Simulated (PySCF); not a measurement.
Metal–ligand bonds in Zr(F)3–Y. All species are isolated molecules in the gas phase. One relaxed conformer stands for each flexible species; it need not be the lowest. Multiplicities are imposed; where one is given, others were not computed. Strings in code marks are SMILES.

The dipole moment from two functionals at the same geometries (TPSS-D3(BJ)/def2-SVP), both in PySCF: PBE-D3(BJ)/def2-TZVP and B3LYP-D3(BJ)/def2-TZVP. B3LYP has the VWN-RPA correlation part, as in Gaussian. 

| species | PBE-D3(BJ)/def2-TZVP (D) | B3LYP-D3(BJ)/def2-TZVP (D) |
|---|---|---|
| ligand removed as a radical ([Zr(F)3]) | 0.00 | 0.00 |
| Y = Cl ([Zr(F)3(Cl)]) | 0.13 | 0.04 |
| Y = F | 0.02 | 0.02 |
| Y = Br ([Zr(F)3(Br)]) | 0.03 | 0.06 |
| free radical OH | 1.73 | 1.78 |
| free radical NH2 | 1.91 | 1.95 |
| free radical CH3 (`[CH3]`) | 0.00 | 0.00 |
| free radical OCH3 (`C[O]`) | 2.11 | 2.08 |
| free radical N(CH3)2 | 1.71 | 1.73 |
| free radical SH | 0.87 | 0.86 |

Over these rows, drawn at random from the members with no instability flagged (it was tested for open shells, ions and some series alone), PBE minus B3LYP-D3(BJ): mean 0.00 D, from -0.04 D to +0.09 D.
